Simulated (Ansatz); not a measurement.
**CH₃+ (triplet): wB97M-V, B2PLYP over a scan of the distance C1–H2, cc-pVDZ**

Aim: run CH₃+ (triplet) with these functionals over a scan of the distance C1–H2, and hold them against the top wave-function level at the same points.

The runs use Ansatz 0.2.0, Gaussian basis; cc-pVDZ, all electrons in the functionals, frozen cores in the correlation of double hybrids and RPA.

Plan: wB97M-V, B2PLYP, at 0.927 Å; 1.042 Å; 1.170 Å; 1.286 Å; 1.448 Å; 1.651 Å; 1.839 Å; 2.198 Å; 2.600 Å; 3.148 Å; 3.984 Å.

23 further runs of the same task are left out: 1 for a mislabelled method, 15 that didn't finish, 7 set aside as unsound or not needed.

## 1. The system

The geometry derives from a PBE0/def2-TZVP stationary point (not a proven minimum). One bond is set to the value named and the two fragments are kept rigid.

4 atoms, charge 1, spin multiplicity 3.

Atoms are counted from 1 here; the program's logs count them from 0.

Bond lengths: C1–H2 1.170 Å, C1–H3 1.083 Å, C1–H4 1.170 Å. Angles: H2–C1–H3 144.3°, H2–C1–H4 71.5°, H3–C1–H4 144.3°.

No dispersion term is added; wB97M-V holds VV10 nonlocal correlation.

The geometry shown and the zero of energy belong to the point 1.170 Å. The yardstick, FCI, and other wave-function levels (R restricted, U unrestricted, valence and pair active spaces) come from earlier runs.

## 2. wB97M-V, 0.927 Å

Contents of in.yaml:

```yaml
crystal:
  periodic: [false, false, false]
  atoms:
    - {symbol: C, position_ang: [0.000000, 0.009527, 0.041541]}
    - {symbol: H, position_ang: [0.000000, 0.550882, -0.710964]}
    - {symbol: H, position_ang: [0.000000, 0.009527, 1.124453]}
    - {symbol: H, position_ang: [0.000000, -0.673932, -0.908494]}
basis:
  gaussian: {orbitals: cc-pVDZ}
total_charge: 1
magnetization: {spin_polarized: true, initial_magnetization: 2}
hamiltonian: {xc: {name: wB97M-V}}
output: {orbitals: {seedname: orbitals}}
```

Run with:

```sh
> ansatz run in.yaml --threads 1 --pin off --events-out ev --progress --plain --max-ram 2393MiB
```

The runs that follow: wB97M-V, 1.042 Å; wB97M-V, 1.170 Å; wB97M-V, 1.286 Å; wB97M-V, 1.448 Å; wB97M-V, 1.651 Å; wB97M-V, 1.839 Å; wB97M-V, 2.198 Å; wB97M-V, 2.600 Å; wB97M-V, 3.148 Å; wB97M-V, 3.984 Å; B2PLYP, 0.927 Å; B2PLYP, 1.042 Å; B2PLYP, 1.170 Å; B2PLYP, 1.286 Å; B2PLYP, 1.448 Å; B2PLYP, 1.651 Å; B2PLYP, 1.839 Å; B2PLYP, 2.198 Å; B2PLYP, 2.600 Å; B2PLYP, 3.148 Å; B2PLYP, 3.984 Å.

**Question.** What will the summary of the whole plan be? Wanted: span of the FCI curve; largest miss, wB97M-V; largest miss, B2PLYP.

**Answer**, as computed:

| quantity | value |
| --- | --- |
| span of the FCI curve | 44.5 kcal/mol |
| largest miss, wB97M-V | +8.1 kcal/mol (3.984 Å) |
| largest miss, B2PLYP | +3.6 kcal/mol (3.984 Å) |

**Reading.** Of the functionals, B2PLYP keep the smallest largest miss at the points compared (at most 3.6 kcal/mol) and wB97M-V strays most (8.1 kcal/mol, at 3.984 Å). Functionals and the yardstick converge differently with the basis, so part of each miss in cc-pVDZ is the basis.
